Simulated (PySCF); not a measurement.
**Peak assignment**

Mapped SMILES: `[CH2:1]=[CH:2][C:3](=[O:4])[O:5][CH3:6]`. Each H is labelled by its parent atom. Ha(C1) is cis to C3; Hb(C1) is trans to C3.

[PySCF 2.14: shieldings: GIAO PBE0/pcSseg-1; J couplings at B3LYP/pcJ-1 (without the spin–dipole term); coordinates at the GFN2-xTB level; averaged over atoms made equivalent by symmetry, fast rotation or ring inversion; a single conformation; relativity neglected; in vacuum]

δ = σ(ref) − σ, references computed at the same level: ¹³C (σ = 186.93 ppm), ¹H (σ = 31.72 ppm) against TMS.

Question: Assign these signals to the numbered atoms. ¹³C{¹H} NMR (computed): δ 173.2, 140.6, 136.2, 53.7.

Answer: 
173.2 → C3, ester carbonyl carbon: it is a carbonyl in resonance with an O or N lone pair, the region of acids, esters and amides
140.6 → C1, β carbon of a C=C–C=O unit: conjugation with the carbonyl draws π density from the β position
136.2 → C2, α carbon of a C=C–C=O unit: as expected for a trigonal carbon in a double bond
53.7 → C6, methyl carbon bonded to O: the inductive effect lowers its shielding

Question: Assign these signals to the numbered atoms. ¹H NMR (400 MHz, computed): δ 6.98 (m, 1H), 6.30 (m, 1H), 6.21 (m, 1H), 3.92 (s, 3H).

Answer: 
| δ (ppm) | atoms | environment | reason |
| --- | --- | --- | --- |
| 6.98 | Ha(C1) | hydrogen on a β carbon of a C=C–C=O unit | olefinic region |
| 6.30 | H(C2) | hydrogen on an α carbon of a C=C–C=O unit | a vinylic proton, deshielded by the sp2 carbon and the C=C anisotropy |
| 6.21 | Hb(C1) | hydrogen on a β carbon of a C=C–C=O unit | attached to an sp2 carbon and in the plane of the double bond |
| 3.92 | H(C6) | hydrogen on a methyl carbon bonded to O | its carbon carries O, which withdraws density |

H(C2) and Hb(C1) lie closer than the usual error of such a calculation, so a measured spectrum could show them in the other order.

Multiplet labels drop couplings under 1 Hz and merge nearly equal ones. Unscaled 3J(H,H) at this level run about 10 % above measured values. Shifts are as computed. Against solution values, carbons near 30 ppm lie about +3 ppm off and those near 130 ppm about +5 ppm. Of 1211 compounds with measured shifts, 218 miss one by over three times the rms of a fit or turn the order of signals round; such compounds aren't used in these exercises.
